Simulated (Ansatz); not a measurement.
# BH5NSi: the cost of one run

Method: UKS BHLYP-D4/def2-SVP, in Ansatz 0.2.0.

## (1) The starting structure

Bond lengths: N1–B2 1.365 Å, B2–Si3 1.920 Å, N1–H4 1.011 Å, N1–H5 1.016 Å, Si3–H6 1.476 Å, Si3–H7 1.487 Å, Si3–H8 1.476 Å. Angles: N1–B2–Si3 137.7°, B2–N1–H4 124.5°, B2–N1–H5 125.1°, H4–N1–H5 110.4°, B2–Si3–H6 110.9°, B2–Si3–H7 121.2°, B2–Si3–H8 111.0°, H6–Si3–H7 102.9°, H6–Si3–H8 106.7°, H7–Si3–H8 102.9°.

Coordinates:

```xyz
8

N    -0.7597    0.4368   -1.5515
B    -0.7754   -0.0301   -0.2688
Si    0.4863   -0.3356    1.1461
H    -1.5766    0.5180   -2.1422
H     0.0684    0.7505   -2.0487
H     0.1432    0.4628    2.3393
H     1.9342   -0.0513    0.9608
H     0.4796   -1.7511    1.5650
```

## (2) Relaxing end A

The input, input.yaml:

```yaml
crystal:
  periodic: [false, false, false]
  atoms:
    - { symbol: "N", position_ang: [-0.7597, 0.43675, -1.55152] }
    - { symbol: B, position_ang: [-0.77536, -0.03005, -0.2688] }
    - { symbol: Si, position_ang: [0.48634, -0.33556, 1.14607] }
    - { symbol: H, position_ang: [-1.57661, 0.51802, -2.14216] }
    - { symbol: H, position_ang: [0.0684, 0.75053, -2.04868] }
    - { symbol: H, position_ang: [0.14318, 0.46279, 2.33932] }
    - { symbol: H, position_ang: [1.93418, -0.05133, 0.96081] }
    - { symbol: H, position_ang: [0.47956, -1.75115, 1.56496] }
magnetization:
  spin_polarized: true
  initial_magnetization: 1
basis:
  gaussian: { orbitals: def2-SVP }
hamiltonian:
  xc: { name: BHLYP }
  dispersion: d4
relax:
  f_tol: 0.015
  max_steps: 40
output:
  orbitals: {}
```

On the command line:

```console
$ ansatz run input.yaml --threads 1 --pin off --max-ram 2048MiB --backend cpu --events-out ev --progress --plain --runs-dir out
```

**Question.** How long does this run take on 1 thread of AMD EPYC 9R45 (Zen 5), shared host, and how much memory does it need?

About 9.2 s, with a peak of 0.18 GiB.
